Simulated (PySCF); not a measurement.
A structure optimised at PBE-D3(BJ)/def2-TZVP, used in a PySCF frequency run:

```xyz
6

N      0.1599    -1.0866     0.0000
C     -0.3881     0.1605     0.0000
O      0.2455     1.2025     0.0000
H      1.1702    -1.1863     0.0000
H     -0.4207    -1.9164     0.0000
H     -1.5042     0.1264     0.0000
```

Write its SMILES, formula and point group.

NC=O, CH3NO, Cs

What are its rotational constants (standard atomic weights)?

72.773, 11.246, 9.7409 GHz
